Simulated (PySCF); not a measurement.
Saddle point of SiN$_{2}$H$_{8}$, singlet (SiN₂H₆ ([NH2][SiH2][NH2]) + H₂ → SiNH₅ ([NH2][SiH3]) + NH₃; bonds formed: Si1–H7, N2–H6; bonds broken: Si1–N2, H6–H7), PBE0-D4/def2-TZVP structure:

Si1  (-0.261, -0.530, 0.203)
N2  (1.349, -0.027, -0.605)
H3  (-0.747, -1.497, -0.854)
H4  (0.088, -1.451, 1.315)
N5  (-1.538, 0.592, 0.093)
H6  (1.288, 0.604, 0.423)
H7  (0.543, 0.774, 1.288)
H8  (2.054, -0.739, -0.759)
H9  (1.237, 0.548, -1.432)
H10  (-1.628, 1.367, 0.727)
H11  (-2.384, 0.358, -0.400)
(Å)

Energies are electronic, without zero-point energy. Barriers and step energies count from the start structure reached by relaxing down the imaginary mode; all methods use the PBE0-D4 structures, on which another method's saddle can fall below an end. Computed with PySCF 2.14 with density fitting (its default auxiliary sets; JK sets also for MP2 and CCSD(T)) (basis: def2-TZVPP, with def2-QZVPP for the basis limit); correlated methods freeze the cores. B3LYP uses VWN-RPA correlation. Extrapolation: Hartree–Fock as exp(−7.88 √X), correlation as X^−2.97.

```
   method  barrier (eV)  step energy (eV)
    SPW92             ?             0.316
   PBE-D4         1.665             0.327
r2SCAN-D4             ?             0.392
  PBE0-D4         1.787             0.327
 B3LYP-D4         1.984             0.372
 BHLYP-D4         2.138             0.367
  wB97M-V         1.967             0.354
       HF         2.580             0.335
      MP2             ?             0.408
     CCSD         2.119             0.327
  CCSD(T)         2.043             0.339
```

Fill in the withheld barriers. (To be estimated.)

By the calculation: SPW92 1.306; MP2 2.052; r2SCAN-D4 1.822 eV. Each is the energy of the saddle less that of the start structure, by the same method.

For comparison, the barrier by CCSD(T) at an estimated basis limit (MP2 extrapolated from triple and quadruple zeta, plus CCSD(T) − MP2 in triple zeta) is 2.056 eV.

T1 diagnostic: at most 0.011.

Labels in which every atom is bracketed show which atoms are joined, not bond orders.

For scale, one of the runs: CCSD(T)/def2-TZVPP, 216 basis functions, launched by `OMP_NUM_THREADS=4 python run.py`. The run took 8.5 min on 4 CPU threads of an Arm Neoverse V1 (shared host), with 3 GiB of host memory at its peak.
